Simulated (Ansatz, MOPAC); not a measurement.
System: ClF (charge 0, singlet). SMILES: FCl

Atoms: F1, Cl2. Bonds: F1-Cl2.

Bond lengths (Å) and angles (degrees) optimised at AM1 with MOPAC; PM6 with MOPAC; MNDO with MOPAC; HF/STO-3G with Ansatz (a program for electronic structure); PBE/6-31G* with Ansatz; MP2/6-31G* with Ansatz, each started from the B3LYP-D3(BJ)/def2-TZVP structure (Ansatz) of the last column. A row stands for all coordinates that are equal there. 6-31G* holds six Cartesian d functions.

```
coordinate    AM1    PM6   MNDO  HF/STO-3G  PBE/6-31G*  MP2/6-31G*  B3LYP-D3(BJ)/def2-TZVP
----------  -----  -----  -----  ---------  ----------  ----------  ----------------------
F1-Cl2      1.647  1.639  1.650      1.678       1.674       1.661                   1.641
```

Mean signed difference of all 1 bond lengths from B3LYP-D3(BJ)/def2-TZVP: AM1 0.006 Å, PM6 -0.002 Å, MNDO 0.009 Å, HF/STO-3G 0.037 Å, PBE/6-31G* 0.033 Å, MP2/6-31G* 0.020 Å.
